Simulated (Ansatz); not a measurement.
A run for Ansatz (a program for electronic structure): R-PBE0/def2-TZVPPD on C2H2 (SMILES C#C) with ghost functions. Files ending in .json are basis or fitting sets from the Basis Set Exchange.

Ansatz 0.2 input:
```yaml
crystal:
  periodic: [false, false, false]
  atoms:
    - {symbol: C, position_ang: [-0.59913239, -0.07435738, -2.19272482]}
    - {symbol: H, position_ang: [-1.66113739, -0.07431438, -2.19864582]}
    - {symbol: C, position_ang: [0.61270661, -0.07445138, -2.18949582]}
    - {symbol: H, position_ang: [1.67473261, -0.07458038, -2.18969182]}
basis:
  gaussian:
    orbitals: def2-TZVPPD.json
    ghost_atoms:
      - {symbol: C, position_ang: [-0.00482439, 0.05527662, 1.58570718]}
      - {symbol: H, position_ang: [-0.00143039, 0.02154162, 0.52241018]}
      - {symbol: C, position_ang: [-0.00876139, 0.09356662, 2.79717218]}
      - {symbol: H, position_ang: [-0.01202739, 0.12694262, 3.85808418]}
hamiltonian:
  xc: {name: PBE0}
scf: {lower_state_search: off}
```

Program output:

```
WARN ansatz: RAYON_NUM_THREADS=2 ignored (pool sized by the plan → 2); use --threads N
Functional definition: PBE0
these checks for a lower state are left out or cut short: stability, starts, cluster_reference, orbital_swaps, neighbouring_geometries, increment
integrals: 0.08 GiB planned
882 factors; their error is unknown
mean field: 0.85 GiB planned
mean field evaluation 1: about -2098.4827 eV, gradient 4.0e1 eV
mean field evaluation 2: about -2098.5424 eV, gradient 3.8e1 eV
mean field evaluation 4: about -2102.2643 eV, gradient 9.3e-2 eV
mean field evaluation 8: about -2102.2646 eV, gradient 3.6e-3 eV
mean field -2102.26459177 eV, -77.2567987814 hartree, gradient 5.1e-6 eV, S^2 0.000000; 0 other end points of the search recorded, 0 dependent functions left out
reference -2102.26461809 eV, -77.2567997488 hartree; 7, 7 occupied and 209, 209 virtual orbitals, 882 factors
Total energy: -2102.26461809 eV, -77.2567997488 hartree
Checks for a lower state left out: stability, starts, cluster_reference, orbital_swaps, neighbouring_geometries, increment
```

The calculation finished and met its thresholds.

Cost: about 2.7 core-seconds (a rough figure).
